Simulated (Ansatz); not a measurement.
# SiNH₄ (quartet): the correlation ladder at distance Si1–H5 along a hydrogen transfer = 1.833 Å, cc-pVDZ

The task here is to estimate one member of a computed series from the others.

Method: cc-pVDZ, core rule «outside noble gas», up to 6 orbitals frozen; program: Ansatz 0.2.0, Gaussian basis.

Plan: UHF; CCSD(T) on ROHF; CCSD(T) on UHF; BCCD(T) on ROHF; CISD; CCSDT(Q) on ROHF; CCSDT(Q) on UHF; CASSCF and MRCISD+Q, 5 electrons in 5 orbitals; CASSCF and NEVPT2, 5 electrons in 5 orbitals.

9 further runs of the same task are left out: 1 for a mislabelled method, 8 that didn't finish.

## What is computed

The geometry derives from fragments relaxed apart (PBE0/def2-TZVP) and kept rigid, so it is no stationary point. A hydrogen atom is moved between rigid fragments.

6 atoms, charge 0, spin multiplicity 4.

Atoms are counted from 1 here; the program's logs count them from 0.

Bond lengths: Si1–H2 1.485 Å, Si1–H3 1.485 Å, Si1–H4 1.485 Å, H5–N6 1.040 Å. Angles: H2–Si1–H3 109.5°, H2–Si1–H4 109.5°, H3–Si1–H4 109.5°.

Set-up of the first run:

in.yaml reads:

```yaml
crystal:
  periodic: [false, false, false]
  atoms:
    - {symbol: Si, position_ang: [-0.880072, 0.000000, 0.000000]}
    - {symbol: H, position_ang: [-1.374944, 1.399708, 0.000000]}
    - {symbol: H, position_ang: [-1.374943, -0.699854, 1.212183]}
    - {symbol: H, position_ang: [-1.374944, -0.699854, -1.212183]}
    - {symbol: H, position_ang: [0.952928, 0.000000, 0.000000]}
    - {symbol: N, position_ang: [1.992928, 0.000000, 0.000000]}
basis:
  gaussian: {orbitals: cc-pVDZ}
magnetization: {spin_polarized: true, initial_magnetization: 3}
hamiltonian: {xc: hf}
output: {orbitals: {seedname: orbitals}}
```

Started as:

```
> ansatz run in.yaml --threads 1 --pin off --events-out ev --progress --plain --max-ram 2393MiB
```

Steps of the session up to this table: UHF; CCSD(T) on ROHF; CCSD(T) on UHF; BCCD(T) on ROHF; CISD; CCSDT(Q) on ROHF; CCSDT(Q) on UHF; CASSCF and MRCISD+Q, 5 electrons in 5 orbitals; CASSCF and NEVPT2, 5 electrons in 5 orbitals.

One of the session's tables, all rows but one given; the rest of the session is left out.

It belongs to the step «Misses and costs». 

| method | from UCCSDT(Q) (kJ/mol) |
| --- | --- |
| ROHF | +709.4 |
| UHF | +679.9 |
| RMP2 | +136.0 |
| UMP2 | +137.3 |
| CISD | +69.6 |
| RCCSD | ? |
| UCCSD | +15.8 |
| RCCSD(T) | +3.4 |
| UCCSD(T) | +3.3 |
| BCCD(T) | +3.4 |
| RCCSDT | +0.7 |
| UCCSDT | +0.6 |
| RCCSDT(Q) | +0.2 |
| UCCSDT(Q) | 0 |

Estimate the missing values for RCCSD.

The run gave: from UCCSDT(Q) (kJ/mol): +16.3. In the column «from UCCSDT(Q) (kJ/mol)» it lies between UCCSD (+15.8) and CISD (+69.6).

Left out of the table: CASSCF pair, NEVPT2 pair, MRCISD pair, MRCISD+Q pair (the active space lost an orbital or holds another state than full CI finds).

To keep in mind: Restricted and unrestricted rows rest on different reference determinants; where their highest levels disagree by more than a few hundredths of an eV, they describe different states and don't form one ladder. Warnings in the runs' records: passed over end.
